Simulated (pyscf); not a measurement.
PySCF, gas phase, ωB97X-D3(BJ)/def2-SVP geometries.

Q: `[CH3][CH2][Br]` + `[CH3]` [doublet] -> `[CH3][CH2][CH3]` + `[Br]` [doublet]
Surface: doublet. Broken: Br–C. Formed: C–C. Give ΔE‡ and ΔE from ωB97M-D3(BJ)/def2-TZVP, relative to the separated reactants.

A: ΔE‡ = 22.4 kcal/mol, ΔE = -21.6 kcal/mol. Zero-point energy shifts the barrier by +2.6 kcal/mol. It is a substitution at C, with an imaginary mode of 895i cm⁻¹. The same reactants have a lower exit, to •H₂C–CH₂–Br + CH₄ (barrier +14.0 kcal/mol at ωB97M-D3(BJ)/def2-TZVP, against +22.4 kcal/mol here). One saddle was located; it need not be the lowest between these sides. The angle at the attacked C is 159°. Left out: the spin-orbit lowering of Br, which is large for Br, Se, Te and I. Elements up to Kr have no core potential and no relativistic terms here.
